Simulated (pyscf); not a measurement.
PySCF, gas phase, ωB97X-D3(BJ)/def2-SVP geometries.

Problem. Estimate the classical barrier height and the reaction energy of HO–V(Cl)(Cl)(Cl)–Cl -> O=V(Cl)(Cl)–Cl + hydrogen chloride (HCl) at ωB97M-D3(BJ)/def2-TZVP. The step runs on the singlet surface, breaks H–O, Cl–V and forms Cl–H; take the reactant's lowest minimum found as zero.

Solution. ΔE‡ = 30.5 kJ/mol, ΔE = -99.4 kJ/mol. Zero-point energy shifts the barrier by -11.7 kJ/mol. It is an elimination, with an imaginary mode of 705i cm⁻¹. This is the saddle that the search found; another between the same sides may lie lower.
